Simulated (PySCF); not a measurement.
Level of theory: PBE-D3(BJ)/def2-TZVP // M06-2X/def2-TZVP in PySCF 2.14.0. Gas-phase values, no solvent. 

Reference species (SMILES): `[SiH3][B][SiH3]` (neutral, multiplicity 2).

| Item | Value |
|---|---|
| highest occupied spin orbital | -4.53 eV |

Changed species: `[SiH3]` (radical fragment; the reference has radical fragment).

Problem. Give the shifts of the highest occupied spin orbital.

Solution. the highest occupied spin orbital decreases by 0.80 eV, to -5.33 eV.
